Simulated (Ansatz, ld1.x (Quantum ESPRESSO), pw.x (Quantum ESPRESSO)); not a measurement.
## pw.x on fcc S: one setting changed

Potential: norm-conserving RRKJ (Kleinman–Bylander form), ld1.x (Quantum ESPRESSO) 7.5, LDA (PW92); core [Ne], reference 3s2 3p4; waves: 3s (bound): rc 1.45 bohr; 3p (bound): rc 1.35 bohr; 3d channel at -0.05 Ry: rc 1.25 bohr; local part: all-electron potential smoothed inside 1.25 bohr (lloc = -1); core correction: none; rho0 0.001.

The reference run (k-mesh 14³, cutoffs 85/340 Ry, Fermi–Dirac 0.01 Ry, mixing_beta 0.4, conv_thr 1e-9, no spin) gives -0.85 GPa at 14.782 Å³/atom, where all-electron LAPW gives -0.33 GPa. This run, with its own iteration cap, changes nosym to true.

```
&control
  calculation='scf', prefix='x', pseudo_dir='./', outdir='./tmp', tstress=.true., disk_io='none'
/
&system
  ibrav=0, nat=1, ntyp=1, ecutwfc=85, ecutrho=340, nbnd=10,
  occupations='smearing', smearing='fd', degauss=0.01, nosym=.true.
/
&electrons
  conv_thr=1e-09, mixing_beta=0.4, electron_maxstep=50
/
ATOMIC_SPECIES
S 1.0 S.UPF
CELL_PARAMETERS angstrom
  0.00000000 1.94790483 1.94790483
  1.94790483 0.00000000 1.94790483
  1.94790483 1.94790483 0.00000000
ATOMIC_POSITIONS crystal
S 0.0000 0.0000 0.0000
K_POINTS automatic
14 14 14 0 0 0
```

```bash
pw.x < S.scf.in > S.scf.out
```

How does the run end?

It converges in 6 iterations; the free energy moves by +0.0 meV/atom and the pressure by +0.00 GPa. The result is that of the reference run.

```
lattice parameter (alat)  =       5.2057  a.u.
     unit-cell volume          =      99.7539 (a.u.)^3
     number of electrons       =         6.00
     number of Kohn-Sham states=           10
     kinetic-energy cutoff     =      85.0000  Ry
     charge density cutoff     =     340.0000  Ry
     scf convergence threshold =      1.0E-09
     Exchange-correlation= PW
     number of k points=  1376  Fermi-Dirac smearing, width (Ry)=  0.0100
     iteration #  1     ecut=    85.00 Ry     beta= 0.40
     total energy              =     -20.41923033 Ry
     estimated scf accuracy    <       0.00083384 Ry
     iteration #  2     ecut=    85.00 Ry     beta= 0.40
     total energy              =     -20.41919305 Ry
     estimated scf accuracy    <       0.00018355 Ry
     iteration #  3     ecut=    85.00 Ry     beta= 0.40
     total energy              =     -20.41921481 Ry
     estimated scf accuracy    <       0.00000322 Ry
     iteration #  4     ecut=    85.00 Ry     beta= 0.40
     total energy              =     -20.41921527 Ry
     estimated scf accuracy    <          3.9E-09 Ry
     iteration #  5     ecut=    85.00 Ry     beta= 0.40
     total energy              =     -20.41921528 Ry
     estimated scf accuracy    <          1.4E-09 Ry
     iteration #  6     ecut=    85.00 Ry     beta= 0.40
     the Fermi energy is    10.0243 ev
!    total energy              =     -20.41921528 Ry
     estimated scf accuracy    <          3.0E-10 Ry
     smearing contrib. (-TS)   =      -0.00347611 Ry
     The total energy is F=E-TS. E is the sum of the following terms:
     one-electron contribution =       5.59529786 Ry
     hartree contribution      =       0.84470273 Ry
     xc contribution           =      -4.43591680 Ry
     ewald contribution        =     -22.41982297 Ry
     convergence has been achieved in   6 iterations
          total   stress  (Ry/bohr**3)                   (kbar)     P=       -8.51
     Message from routine punch:
     Nothing written, as per user request (disk_io='none')
```

The run took about 2 min on one core of a shared host (Neoverse-V2, 48 threads, 185 GiB, load 40).
